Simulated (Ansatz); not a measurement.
`NC[SiH3]` → `[CH2]` (triplet) + `N[SiH3]` at 500 K and 1 bar (formal loss of a carbene).

Gas-phase electronic energies from Ansatz, PBE0-D4/def2-TZVP geometries. CCSD(T)/CBS is the MP2 limit (def2-TZVPP, def2-QZVPP) plus CCSD(T) − MP2 in def2-TZVPP, frozen cores. This one scheme is used for every species. Triplets are unrestricted, without spin–orbit coupling. One conformer a species, not always the lowest.

```tsv
species	CCSD(T)/CBS energy (Eh)	H − E (kJ/mol)	S (J/(mol·K))
`NC[SiH3]`	-386.02732	245.0	347.4
`[CH2]` (triplet)	-39.09499	62.7	213.9
`N[SiH3]`	-346.80422	161.3	303.9
```

H − E and S are ideal-gas, rigid-rotor, harmonic terms from PBE0-D4/def2-TZVP, for one conformer and one mirror image of each species, with the whole ground term of open shells counted as degenerate. 1 Eh = 2625.50 kJ/mol, R = 8.31446 J/(mol·K).

Problem. By hand: ΔE, ΔH, ΔS and ΔG.

Solution. ΔE = (-39.09499) + (-346.80422) − (-386.02732) = 0.12811 Eh = 336.4 kJ/mol. Δ(H − E) = 62.7 + 161.3 − 245.0 = -21.0, so ΔH = 315.4 kJ/mol. ΔS = 213.9 + 303.9 − 347.4 = 170.4 J/(mol·K). ΔG = 315.4 − 500 × (170.4)/1000 = 230.2 kJ/mol.

Problem. By hand: the equilibrium constant, and the temperature at which ΔG would vanish if ΔH and ΔS stayed fixed.

Solution. log₁₀ K = −ΔG/(RT ln 10) = -24.0. ΔG = 0 at ΔH/ΔS = 1851 K.

The number of gas molecules changes by +1, which sets the sign of ΔS. A doubt of 5 kJ/mol in ΔE shifts log₁₀ K by 0.5 here. Other conformers and mirror images would add mixing entropy, several J/(mol·K) or more a flexible species. A triplet takes part, so the spin changes. These are equilibria of isolated gas molecules and say nothing of rates. Largest T1 diagnostic: 0.011 (customary marks: 0.02 for closed shells, 0.045 for open ones).
